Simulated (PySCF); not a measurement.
**Relaxation of doublet Li₃**

These are results of UPBE in PySCF with Li def2-TZVP; no relativity; density-fitted integrals, not measurements. A (50,194) grid was used.

A start displaced from a saddle point along its imaginary mode, of C2v symmetry, held to at least that symmetry:

```xyz
3
charge 0 multiplicity 2, angstrom
Li    0.0000    0.2500    0.0000
Li    0.0000   -0.1250    2.9240
Li    0.0000   -0.1250   -2.9240
```

Optimiser trace:
| step | E − E(last) (kJ/mol) | largest gradient (Eh/bohr) |
| --- | --- | --- |
| 0 | 20.41 | 0.00049 |
| 1 | 20.39 | 0.00045 |
| 2 | 19.99 | 0.00055 |
| 3 | 18.61 | 0.00122 |
| 4 | 15.99 | 0.00113 |
| 5 | 13.84 | 0.00292 |
| 6 | 12.94 | 0.00363 |
| 7 | 10.66 | 0.00385 |
| 8 | 3.24 | 0.00268 |
| 9 | 0.26 | 0.00161 |
| 10 | 0.13 | 0.00062 |
| 11 | 0.01 | 0.00031 |
| 12 | 0.00 | 0.00001 |

It ends at C2v with Li–Li 2.810 Å (×2), Li–Li 3.350 Å; Li–Li–Li 53.4° (×2), Li–Li–Li 73.2°. A frequency run shows a minimum. Other isomers or separated fragments may lie lower.

Final geometry:
```xyz
3
charge 0 multiplicity 2, angstrom
Li    0.0000    1.5043    0.0000
Li    0.0000   -0.7522    1.6749
Li    0.0000   -0.7522   -1.6749
```

The relaxation took 5.2 s on 2 threads of a shared Arm Neoverse V1 host, with 42 basis functions and 14 gradients; the process peaked at 0.43 GiB. Launch command: `OMP_NUM_THREADS=2 python axn.py task.json out`.
